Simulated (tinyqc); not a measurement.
Inside a calculation. Method: RHF in the sto-3g basis, for H2O, spin multiplicity 1. One step of it, computed by the program tinyqc.

Task: Iteration 2: building the Fock matrix. J_ij = sum D_kl (ij|kl), K_ij = sum D_kl (ik|jl); F = H + J - 0.5 K; E = tr D H + tr D J / 2 - 0.25 tr D K + E_nn.

D after iteration 1, lower triangle:
```
            1O 1s      1O 2s    1O 2px     1O 2py    1O 2pz      2H 1s     3H 1s
1O 1s    2.100786
1O 2s   -0.425074   1.841899
1O 2px   0.000000   0.000000  2.000000
1O 2py   0.000000   0.000000  0.000000   0.669141
1O 2pz   0.132873  -0.636715  0.000000   0.000000  1.114812
2H 1s   -0.041441   0.036793  0.000000   0.560029  0.506727   0.771328
3H 1s   -0.041441   0.036793  0.000000  -0.560029  0.506727  -0.166091  0.771328
```

core Hamiltonian H = T + V (hartree), lower triangle:
```
             1O 1s      1O 2s     1O 2px     1O 2py     1O 2pz      2H 1s      3H 1s
1O 1s   -32.514840
1O 2s    -7.564026  -9.140650
1O 2px    0.000000   0.000000  -7.296447
1O 2py    0.000000   0.000000   0.000000  -7.387680
1O 2pz   -0.012962  -0.160270   0.000000   0.000000  -7.356705
2H 1s    -1.032904  -2.528112   0.000000  -1.474001  -1.238015  -4.299360
3H 1s    -1.032904  -2.528112   0.000000   1.474001  -1.238015  -0.887777  -4.299360
```

Two-electron integrals (ij|kl) in chemists' order, unique and non-zero (hartree):
```
(11|11) 4.785065    (21|11) 0.741380    (21|21) 0.136873    (22|11) 1.118947
(22|21) 0.256633    (22|22) 0.817206    (31|31) 0.024477    (32|31) 0.037809
(32|32) 0.180518    (33|11) 1.115814    (33|21) 0.256684    (33|22) 0.817023
(33|33) 0.880159    (41|41) 0.024477    (42|41) 0.037809    (42|42) 0.180518
(43|43) 0.047444    (44|11) 1.115814    (44|21) 0.256684    (44|22) 0.817023
(44|33) 0.785270    (44|44) 0.880159    (51|51) 0.024477    (52|51) 0.037809
(52|52) 0.180518    (53|53) 0.047444    (54|54) 0.047444    (55|11) 1.115814
(55|21) 0.256684    (55|22) 0.817023    (55|33) 0.785270    (55|44) 0.785270
(55|55) 0.880159    (61|11) 0.101480    (61|21) 0.018596    (61|22) 0.034710
(61|33) 0.034643    (61|41) 0.000654    (61|42) 0.001235    (61|44) 0.034768
(61|51) 0.000531    (61|52) 0.001004    (61|54) 0.000102    (61|55) 0.034726
(61|61) 0.002558    (62|11) 0.272191    (62|21) 0.063322    (62|22) 0.226407
(62|33) 0.222382    (62|41) 0.003686    (62|42) 0.029384    (62|44) 0.229517
(62|51) 0.002996    (62|52) 0.023880    (62|54) 0.005798    (62|55) 0.227095
(62|61) 0.008789    (62|62) 0.080806    (63|31) 0.006310    (63|32) 0.037867
(63|43) 0.005940    (63|53) 0.004827    (63|63) 0.010928    (64|11) 0.160512
(64|21) 0.037794    (64|22) 0.144286    (64|33) 0.137903    (64|41) 0.008221
(64|42) 0.055379    (64|44) 0.154061    (64|51) 0.001554    (64|52) 0.014233
(64|54) 0.008304    (64|55) 0.140729    (64|61) 0.005452    (64|62) 0.062625
(64|64) 0.058919    (65|11) 0.130449    (65|21) 0.030716    (65|22) 0.117262
(65|33) 0.112075    (65|41) 0.001554    (65|42) 0.014233    (65|44) 0.115552
(65|51) 0.007572    (65|52) 0.049434    (65|54) 0.008765    (65|55) 0.124025
(65|61) 0.004431    (65|62) 0.050895    (65|64) 0.039002    (65|65) 0.042626
(66|11) 0.442646    (66|21) 0.104616    (66|22) 0.430975    (66|33) 0.414555
(66|41) 0.007199    (66|42) 0.081012    (66|44) 0.443908    (66|51) 0.005851
(66|52) 0.065839    (66|54) 0.023856    (66|55) 0.433943    (66|61) 0.014609
(66|62) 0.202633    (66|64) 0.179281    (66|65) 0.145703    (66|66) 0.774606
(71|11) 0.101480    (71|21) 0.018596    (71|22) 0.034710    (71|33) 0.034643
(71|41) -0.000654   (71|42) -0.001235   (71|44) 0.034768    (71|51) 0.000531
(71|52) 0.001004    (71|54) -0.000102   (71|55) 0.034726    (71|61) 0.002521
(71|62) 0.008521    (71|64) 0.004878    (71|65) 0.004301    (71|66) 0.014065
(71|71) 0.002558    (72|11) 0.272191    (72|21) 0.063322    (72|22) 0.226407
(72|33) 0.222382    (72|41) -0.003686   (72|42) -0.029384   (72|44) 0.229517
(72|51) 0.002996    (72|52) 0.023880    (72|54) -0.005798   (72|55) 0.227095
(72|61) 0.008521    (72|62) 0.064027    (72|64) 0.034597    (72|65) 0.039174
(72|66) 0.129044    (72|71) 0.008789    (72|72) 0.080806    (73|31) 0.006310
(73|32) 0.037867    (73|43) -0.005940   (73|53) 0.004827    (73|63) 0.008335
(73|73) 0.010928    (74|11) -0.160512   (74|21) -0.037794   (74|22) -0.144286
(74|33) -0.137903   (74|41) 0.008221    (74|42) 0.055379    (74|44) -0.154061
(74|51) -0.001554   (74|52) -0.014233   (74|54) 0.008304    (74|55) -0.140729
(74|61) -0.004878   (74|62) -0.034597   (74|64) -0.010820   (74|65) -0.020776
(74|66) -0.064185   (74|71) -0.005452   (74|72) -0.062625   (74|74) 0.058919
(75|11) 0.130449    (75|21) 0.030716    (75|22) 0.117262    (75|33) 0.112075
(75|41) -0.001554   (75|42) -0.014233   (75|44) 0.115552    (75|51) 0.007572
(75|52) 0.049434    (75|54) -0.008765   (75|55) 0.124025    (75|61) 0.004301
(75|62) 0.039174    (75|64) 0.020776    (75|65) 0.031954    (75|66) 0.085914
(75|71) 0.004431    (75|72) 0.050895    (75|74) -0.039002   (75|75) 0.042626
(76|11) 0.087018    (76|21) 0.020451    (76|22) 0.080048    (76|33) 0.078091
(76|44) 0.079602    (76|51) 0.001470    (76|52) 0.014268    (76|55) 0.082360
(76|61) 0.002810    (76|62) 0.028781    (76|64) 0.019459    (76|65) 0.020407
(76|66) 0.077264    (76|71) 0.002810    (76|72) 0.028781    (76|74) -0.019459
(76|75) 0.020407    (76|76) 0.013192    (77|11) 0.442646    (77|21) 0.104616
(77|22) 0.430975    (77|33) 0.414555    (77|41) -0.007199   (77|42) -0.081012
(77|44) 0.443908    (77|51) 0.005851    (77|52) 0.065839    (77|54) -0.023856
(77|55) 0.433943    (77|61) 0.014065    (77|62) 0.129044    (77|64) 0.064185
(77|65) 0.085914    (77|66) 0.287952    (77|71) 0.014609    (77|72) 0.202633
(77|74) -0.179281   (77|75) 0.145703    (77|76) 0.077264    (77|77) 0.774606
```

nuclear repulsion = 7.48648152 hartree

Give: Coulomb J; exchange K; Fock matrix F; total energy of this density.

Result:

Coulomb J (hartree), lower triangle:
```
          1O 1s   1O 2s  1O 2px   1O 2py  1O 2pz   2H 1s   3H 1s
1O 1s   17.0064
1O 2s    3.1928  7.9560
1O 2px   0.0000  0.0000  7.9686
1O 2py   0.0000  0.0000  0.0000   7.9314
1O 2pz  -0.0139  0.0124  0.0000   0.0000  7.9443
2H 1s    0.4339  2.2126  0.0000   1.4152  1.1630  4.4858
3H 1s    0.4339  2.2126  0.0000  -1.4152  1.1630  0.7999  4.4858
```

exchange K (hartree), lower triangle:
```
         1O 1s    1O 2s  1O 2px   1O 2py  1O 2pz   2H 1s   3H 1s
1O 1s   9.7584
1O 2s   1.6428   2.4981
1O 2px  0.0000   0.0000  2.2384
1O 2py  0.0000   0.0000  0.0000   1.5517
1O 2pz  0.0056  -0.2202  0.0000   0.0000  1.7918
2H 1s   0.2349   0.8145  0.0000   0.5644  0.4655  1.1368
3H 1s   0.2349   0.8145  0.0000  -0.5644  0.4655  0.2493  1.1368
```

Fock matrix F (hartree), lower triangle:
```
           1O 1s    1O 2s   1O 2px   1O 2py   1O 2pz    2H 1s    3H 1s
1O 1s   -20.3876
1O 2s    -5.1926  -2.4337
1O 2px    0.0000   0.0000  -0.4471
1O 2py    0.0000   0.0000   0.0000  -0.2322
1O 2pz   -0.0297  -0.0377   0.0000   0.0000  -0.3083
2H 1s    -0.7165  -0.7228   0.0000  -0.3410  -0.3077  -0.3820
3H 1s    -0.7165  -0.7228   0.0000   0.3410  -0.3077  -0.2126  -0.3820
```

total energy of this density = -74.885524 hartree
